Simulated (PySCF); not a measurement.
Level of theory: B3LYP-D3(BJ)/def2-TZVP run with PySCF 2.14.0. Gas-phase values, no solvent. B3LYP has the VWN-RPA correlation part, as in Gaussian. Delta-SCF ions had no search for a lower state. 

Reference species (SMILES): `C#N` (neutral, multiplicity 1).

| Quantity | Value |
|---|---|
| LUMO | -0.02 eV |
| vertical ionisation energy (Delta-SCF) | 13.73 eV |
| S1 oscillator strength | 0.000 |
| dipole moment | 3.03 D |

Changed species: `CC#CC#N` (X = propynyl; the reference has X = H).

### Question
Predict the effect on the LUMO, vertical ionisation energy (Delta-SCF), S1 oscillator strength and dipole moment.

### Answer
the LUMO falls by 1.31 eV, to -1.33 eV; the vertical ionisation energy (Delta-SCF) falls by 3.17 eV, to 10.56 eV; the S1 oscillator strength is nearly the same; the dipole moment increases by 2.30 D, to 5.33 D.
